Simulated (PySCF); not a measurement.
Molecule: `InChI=1S/C4H5NO/c5-2-1-4-3-6-4/h4H,1,3H2/t4-/m1/s1`.

Molfile (atoms numbered from 1):
```
C4H5NO
     RDKit          3D

 11 11  0  0  0  0  0  0  0  0999 V2000
   -1.8724    1.7493    0.5233 N   0  0  0  0  0  0  0  0  0  0  0  0
   -1.4248    0.7707    0.0986 C   0  0  0  0  0  0  0  0  0  0  0  0
   -0.8439   -0.4637   -0.4115 C   0  0  0  0  0  0  0  0  0  0  0  0
    0.4246   -0.8510    0.3171 C   0  0  2  0  0  0  0  0  0  0  0  0
    1.7387   -0.4932   -0.2115 C   0  0  0  0  0  0  0  0  0  0  0  0
    1.2215   -1.8027   -0.3369 O   0  0  0  0  0  0  0  0  0  0  0  0
   -0.6311   -0.3523   -1.4865 H   0  0  0  0  0  0  0  0  0  0  0  0
   -1.5900   -1.2702   -0.3140 H   0  0  0  0  0  0  0  0  0  0  0  0
    0.3123   -0.9943    1.4010 H   0  0  0  0  0  0  0  0  0  0  0  0
    2.5882   -0.3784    0.4727 H   0  0  0  0  0  0  0  0  0  0  0  0
    1.8028    0.0856   -1.1422 H   0  0  0  0  0  0  0  0  0  0  0  0
  1  2  3  0
  2  3  1  0
  3  4  1  0
  4  5  1  0
  5  6  1  0
  6  4  1  0
  3  7  1  0
  3  8  1  0
  4  9  1  1
  5 10  1  0
  5 11  1  0
M  END
```

Geometry PBE0-D3(BJ)/def2-SVP throughout; GIAO in PySCF, gas phase, one conformer, non-relativistic; equivalent atoms averaged; basis pcSseg-2.

For orientation, KT2 gives these absolute shieldings σ: N1 -22.7, C5 134.3, C4 133.1, C3 157.5, O6 301.0, H8 28.14, H9 28.28, H11 28.90, H7 29.57 ppm.

A run gave: N1 -39.0, C5 128.8, C4 127.5, C3 154.2, O6 297.8, H8 28.27, H9 28.30, H11 28.89, H7 29.65 ppm (absolute shieldings σ).

Which functional was used in that run?
A. B3LYP
B. BP86
C. LDA
D. KT3
E. OPBE

## Answers

B. N1 tells them apart best: BP86 gives -39.0, B3LYP gives -44.4, LDA gives -48.3, KT3 gives -20.2, OPBE gives -27.7 ppm.
